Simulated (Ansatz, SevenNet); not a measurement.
Elastic constant C44 (GPa) of 20 transition metals, computed with the machine-learned potential SevenNet-l3i5 (trained on PBE and PBE+U data) and with PBE (plane waves, PAW; Ansatz, an electronic-structure program). The set holds measured phases with no doubt noted on the run or the magnetic state but for the caveats below. 5 more of the class have both values but aren't in it, for one of these reasons: built or high-temperature cells, doubts on the run or the magnetic state, unlike cells, values of zero, layered or molecular crystals. Solids without a value at one level (not run, failed, or a magnetic order lost), or held back for tests, aren't counted.

All rows, in order of the shift (worked out from unrounded values):

| solid | SevenNet-l3i5 | PBE | shift (%) |
|---|---|---|---|
| fcc Pd | 80.6 | 60.7 | -25 |
| hcp Sc | 37.9 | 29.6 | -22 |
| fcc Pt | 77.4 | 61.7 | -20 |
| hcp Zr | 25.5 | 26.6 | +4.0 |
| bcc Fe | 99.7 | 106 | +6.8 |
| fcc Ni | 124 | 133 | +7.6 |
| fcc Rh | 147 | 185 | +25 |
| fcc Cu | 63.0 | 80.6 | +28 |
| fcc Ag | 29.5 | 42.2 | +43 |
| fcc Ir | 162 | 256 | +57 |
| hcp Y | 15.2 | 25.4 | +67 |
| hcp Hf | 30.5 | 53.8 | +77 |
| hcp Ti | 24.0 | 44.3 | +84 |
| hcp Co | 52.5 | 98.3 | +87 |
| hcp Ru | 89.8 | 188 | +109 |
| hcp Os | 105 | 258 | +144 |
| hcp Tc | 52.5 | 137 | +161 |
| double-hcp La | 5.43 | 14.8 | +173 |
| hcp Re | 52.0 | 161 | +209 |
| fcc Au | 8.58 | 30.3 | +252 |

The shift from SevenNet-l3i5 to PBE has a median of +62 %, and eight in ten lie between -21 % and +177 %; PBE is the larger in 17 of 20. Each level is at its own cell, so the shift holds the change of volume too.

Ansatz's runs of these crystals have no spin polarisation, but for bcc Fe, hcp Co, fcc Ni.

Density-functional runs with spin start from parallel moments for bcc Fe, parallel moments for hcp Co, parallel moments for fcc Ni.

Spin–orbit coupling is left out, also for the solids with elements from indium on (fcc Pt, hcp Os, double-hcp La, fcc Ir, hcp Re, hcp Hf, fcc Au); its size isn't shown.

Each level is taken at its own relaxed cell. Ansatz's density-functional and Hartree–Fock values are scalar-relativistic unless marked +SOC, with PAW data made under PBE.
